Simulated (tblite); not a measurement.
Species: C2HClN3 (charge -1).
SMILES: `ClC1=CN=N[N-]1`

Method: GFN2-xTB as coded in tblite; computed harmonic values from a numerical Hessian at the method's own geometry, unscaled. Errors from tens to a few hundred cm⁻¹ against measured bands are possible.

Harmonic wavenumbers (cm⁻¹): 251.1, 272.0, 444.2, 630.0, 704.2, 778.3, 956.1, 973.0, 1066.4, 1178.0, 1223.3, 1309.8, 1397.1, 1410.0, 3104.1.

A = 10377, B = 2156, C = 1785 MHz; mass 101.986 u (most abundant isotopes); point group Cs, symmetry number 1.

**Question.** Zero-point energy?

**Answer.** Half the sum of the wavenumbers: 7849 cm⁻¹ = 93.89 kJ/mol.

**Question.** Give the ideal-gas entropy at 500 K and 1 bar in the rigid-rotor, harmonic-oscillator model (classical rotation).

**Answer.** Translation 177.28, rotation 117.28, vibration 50.52: S = 345.1 J/(mol K).

**Question.** And Cp and H(500 K) − H(0)?

**Answer.** Cp = 101.96 J/(mol K), of which vibrations give 68.70 (their classical limit is 15 R = 124.7); H(500 K) − H(0) = 32.19 kJ/mol without the zero-point energy, 15.56 from vibrations.

**Question.** How do the functions run with temperature in this model?

**Answer.** 
```json
{"T (K)": "100", "S (J/(mol K))": "243.0", "Cp (J/(mol K))": "39.7", "H − H(0) (kJ/mol)": "3.49", "G − H(0) (kJ/mol)": "-20.82", "ln q(vib)": "0.05"}
{"T (K)": "200", "S (J/(mol K))": "275.2", "Cp (J/(mol K))": "55.1", "H − H(0) (kJ/mol)": "8.21", "G − H(0) (kJ/mol)": "-46.83", "ln q(vib)": "0.40"}
{"T (K)": "300", "S (J/(mol K))": "300.7", "Cp (J/(mol K))": "72.3", "H − H(0) (kJ/mol)": "14.57", "G − H(0) (kJ/mol)": "-75.65", "ln q(vib)": "0.94"}
{"T (K)": "800", "S (J/(mol K))": "399.0", "Cp (J/(mol K))": "126.3", "H − H(0) (kJ/mol)": "66.90", "G − H(0) (kJ/mol)": "-252.32", "ln q(vib)": "4.63"}
{"T (K)": "1000", "S (J/(mol K))": "428.2", "Cp (J/(mol K))": "134.9", "H − H(0) (kJ/mol)": "93.08", "G − H(0) (kJ/mol)": "-335.11", "ln q(vib)": "6.10"}
```

q(vib) and H(0) count from the zero-point level.

**Question.** Which modes carry the vibrational entropy at 500 K?

**Answer.** 251.1 cm⁻¹: 11.19; 272.0 cm⁻¹: 10.56; 444.2 cm⁻¹: 6.82; 630.0 cm⁻¹: 4.42; 704.2 cm⁻¹: 3.73; 778.3 cm⁻¹: 3.16 J/(mol K); the other 9 give 10.63 together.

**Question.** What must be added to the electronic energy to get the Gibbs energy at 500 K and 1 bar?

**Answer.** ZPE + [H(500 K) − H(0)] − T·S = 93.89 + 32.19 − 172.54 = -46.46 kJ/mol.

Hindered rotation and anharmonicity are outside this model.
